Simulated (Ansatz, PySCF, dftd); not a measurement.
Reaction: C3H3N (SMILES C(C=C)#N) → C2H3 (SMILES [CH]=C, doublet) + CN (SMILES [C]#N, doublet) (the C-C bond breaks)
Each species at its own B3LYP-D3(BJ)/def2-TZVP minimum (Ansatz, a first-principles code).

Quantity: bond dissociation energy (enthalpy at 298 K, ideal-gas terms from PySCF's Hessians at B3LYP-D3(BJ)/def2-TZVP), in kJ/mol. UHF or UKS for unpaired electrons; spin-orbit terms are left out. Cores are frozen in correlated methods. Rows without X2C or -DK are non-relativistic. CBS(X,Y): correlation extrapolated as X^-3, Hartree-Fock from the larger set. A bracket is a step between two methods taken in the basis named. Functionals run without relativity, which enters their misses. Double hybrids freeze cores in their MP2 part. 'core' is core correlation in cc-pwCVTZ, 'X2C' scalar relativity in cc-pVTZ-DK, both at CCSD(T). The restricted determinant of C3H3N (C=CC#N, singlet) is unstable towards broken spin symmetry in at least one set run. The UHF reference of C2H3 ([CH]=C, doublet) is spin-contaminated (<S^2> up to 0.19 over the pure value in the sets run). The UHF reference of CN ([C]#N, doublet) is spin-contaminated (<S^2> up to 0.37 over the pure value in the sets run).

From measured enthalpies of formation at 298 K: 133.3 kcal/mol (G2/97 table in ASE (Curtiss et al.)). The calculations leave out spin-orbit terms.

```json
[
 {"level": "B2GP-PLYP-D4/def2-TZVPD", "program": "Ansatz + dftd4", "bond dissociation energy (kJ/mol)": "568.3", "error against that value": "10.6"},
 {"level": "MP2/cc-pVDZ", "program": "Ansatz", "bond dissociation energy (kJ/mol)": "652.4", "error against that value": "94.7"},
 {"level": "MP2/cc-pVTZ", "program": "Ansatz", "bond dissociation energy (kJ/mol)": "677.1", "error against that value": "119.4"},
 {"level": "CCSD(T)/CBS(cc-pVTZ,cc-pVQZ) + core + X2C", "program": "Ansatz", "bond dissociation energy (kJ/mol)": "558.9", "error against that value": "1.2"},
 {"level": "CCSDT(Q)/cc-pVDZ", "program": "Ansatz", "bond dissociation energy (kJ/mol)": "518.9", "error against that value": "-38.8"},
 {"level": "CCSD(T)/CBS(cc-pVTZ,cc-pVQZ) + [CCSDT(Q) - CCSD(T)]/cc-pVDZ + core + X2C", "program": "Ansatz", "bond dissociation energy (kJ/mol)": "550.1", "error against that value": "-7.6"}
]
```
